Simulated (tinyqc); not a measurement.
Worked calculation: geometry optimisation on the RHF/sto-3g surface (energies and gradients from PySCF), for HF, spin multiplicity 1. Computed by tinyqc, a small Python program that keeps every step (integrals from PySCF). Settings: charge = 0, multiplicity = 1, basis = sto-3g, optimiser = sd, first Hessian = 0.6, largest step = 0.5, iteration cap = 30. Command: `OMP_NUM_THREADS=1 python tinyqc.py 30893 30894 out.jsonl` (the two numbers bound the seeds that draw the settings). One thread of a shared host (Intel(R) Xeon(R) Processor @ 2.60GHz), about 1 s of CPU time with the checks.

## Step 1: energy and gradient

positions at the start (bohr):
```
           x         y         z
1F  0.000000  0.000000  0.000000
2H  0.000000  0.000000  1.708312
```

Self-consistent energy and analytic gradient at these positions.

energy = -98.56904802 hartree

gradient (hartree/bohr):
```
             x           y            z
1F  0.00000000  0.00000000   0.08220906
2H  0.00000000  0.00000000  -0.08220906
```

## Step 1: move

Steepest descent, p = -g / 0.6; steps longer than 0.5 bohr are cut back.

positions after step 1 (bohr):
```
           x         y          z
1F  0.000000  0.000000  -0.137015
2H  0.000000  0.000000   1.845328
```

## Step 2: energy and gradient

As before.

energy = -98.56335676 hartree

gradient (hartree/bohr):
```
             x           y            z
1F  0.00000000  0.00000000  -0.09812424
2H  0.00000000  0.00000000   0.09812424
```

## Step 2: move

As before.

positions after step 2 (bohr):
```
           x         y         z
1F  0.000000  0.000000  0.026525
2H  0.000000  0.000000  1.681787
```

## Step 3: energy and gradient

As before.

energy = -98.56323495 hartree

gradient (hartree/bohr):
```
             x           y            z
1F  0.00000000  0.00000000   0.13845308
2H  0.00000000  0.00000000  -0.13845308
```

## Step 3: move

As before.

positions after step 3 (bohr):
```
           x         y          z
1F  0.000000  0.000000  -0.204230
2H  0.000000  0.000000   1.912542
```

## Convergence

Stop when the largest gradient component is below 3e-5 hartree/bohr.

Course of the optimisation:
```
step   E (hartree)  largest gradient (hartree/bohr)
1     -98.56904802                         8.22e-02
2     -98.56335676                         9.81e-02
3     -98.56323495                         1.38e-01
4     -98.54696970                         1.42e-01
5     -98.56140005                         1.53e-01
6     -98.54161306                         1.51e-01
7     -98.56249498                         1.45e-01
8     -98.54481606                         1.46e-01
9     -98.56178447                         1.50e-01
10    -98.54273961                         1.49e-01
11    -98.56222869                         1.47e-01
12    -98.54403876                         1.47e-01
13    -98.56194308                         1.49e-01
14    -98.54320382                         1.49e-01
15    -98.56212385                         1.47e-01
16    -98.54373241                         1.48e-01
17    -98.56200820                         1.48e-01
18    -98.54339430                         1.48e-01
19    -98.56208171                         1.48e-01
20    -98.54360923                         1.48e-01
21    -98.56203479                         1.48e-01
22    -98.54347204                         1.48e-01
23    -98.56206466                         1.48e-01
24    -98.54355938                         1.48e-01
25    -98.56204561                         1.48e-01
26    -98.54350369                         1.48e-01
27    -98.56205774                         1.48e-01
28    -98.54353916                         1.48e-01
29    -98.56205001                         1.48e-01
30    -98.54351655                         1.48e-01
```

Distances after the last move, whose energy is not in the table (angstrom):
```
pair   distance
2H-1F  0.871567
```

Not converged within 30 steps: the energy rises at some steps, so steps overshoot. Reruns: method bfgs, first Hessian 0.6, largest step 0.3: converged in 6 (E = -98.57285).
